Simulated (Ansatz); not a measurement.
Geometry optimisation, UKS B3LYP/def2-SVP (Ansatz 0.2.0).

input.yaml

```yaml
crystal:
  periodic: [false, false, false]
  atoms:
    - { symbol: "N", position_ang: [-0.97994, 0.49634, -0.52197] }
    - { symbol: C, position_ang: [0.14481, 0.14219, 0.22318] }
    - { symbol: Si, position_ang: [1.3349, -1.10053, -0.3701] }
    - { symbol: H, position_ang: [-1.48292, -0.28139, -0.92304] }
    - { symbol: H, position_ang: [-1.58611, 1.18883, -0.10835] }
    - { symbol: H, position_ang: [0.50612, 0.98107, 0.81538] }
    - { symbol: H, position_ang: [2.06313, -1.4265, 0.8849] }
magnetization:
  spin_polarized: true
  initial_magnetization: 1
basis:
  gaussian: { orbitals: def2-SVP }
hamiltonian:
  xc: b3lyp
relax:
  f_tol: 0.015
  max_steps: 40
output:
  orbitals: {}
```

Launched with:

```bash
$ ansatz run input.yaml --threads 1 --pin off --max-ram 2048MiB --backend cpu --events-out ev --progress --plain --runs-dir out
```

Where does it end, and by what steps?

The run converged. After 9 steps the energy has fallen by 0.315 eV; H7 moved furthest, 0.40 Å.

| step | energy less start (eV) | largest force component (eV/Å) | accepted |
| --- | --- | --- | --- |
| 0 | 0.0000 | 1.305 | yes |
| 1 | -0.1509 | 1.173 | yes |
| 2 | -0.2098 | 1.081 | yes |
| 3 | -0.2567 | 0.664 | yes |
| 4 | -0.2124 | 0.621 | no |
| 5 | -0.3036 | 0.522 | yes |
| 6 | -0.3089 | 0.112 | yes |
| 7 | -0.3147 | 0.075 | yes |
| 8 | -0.3149 | 0.031 | yes |
| 9 | -0.3150 | 0.003 | yes |

```xyz
7
Properties=species:S:1:pos:R:3
N -1.019 0.436 -0.388
C 0.150 0.116 0.196
Si 1.141 -1.404 -0.268
H -1.404 -0.158 -1.119
H -1.556 1.259 -0.138
H 0.447 0.843 0.965
H 2.240 -1.092 0.753
```

Whether the end is a true minimum wasn't checked by a vibrational analysis.

Run time: 33 s on 1 thread of Arm Neoverse V1 (shared host), peak memory 0.15 GiB.
